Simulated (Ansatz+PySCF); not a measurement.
Values are calculated unless marked as measured or tabulated.
This PySCF input gave a total energy of -76.68053 hartree.

```python
from pyscf import gto, scf

mol = gto.M(atom="""
C 0.000000 0.000000 -0.439780
C 0.000000 0.000000 0.756170
H 0.000000 -0.872290 -0.949160
H 0.000000 0.872290 -0.949160
""", basis='def2-svp', charge=0, spin=0)
mf = scf.RHF(mol)
mf.kernel()
print(mf.converged, mf.e_tot, mf.spin_square()[0])
```

Question: Write an input for Ansatz with the same method and basis set.

Answer:

```yaml
crystal:
  periodic: [false, false, false]
  atoms:
    - { symbol: C, position_ang: [0.0, 0.0, -0.43978] }
    - { symbol: C, position_ang: [0.0, 0.0, 0.75617] }
    - { symbol: H, position_ang: [0.0, -0.87229, -0.94916] }
    - { symbol: H, position_ang: [0.0, 0.87229, -0.94916] }
basis:
  gaussian: { orbitals: def2-SVP }
hamiltonian:
  xc: hf
scf:
  omitted_lower_state_checks: [stability, starts, atomic_configurations, cluster_reference, orbital_swaps, given_window_search, neighbouring_geometries, increment]
```

Ansatz (development build ahead of 0.2.0) gave -76.68053 hartree, 0.03 meV from the first.
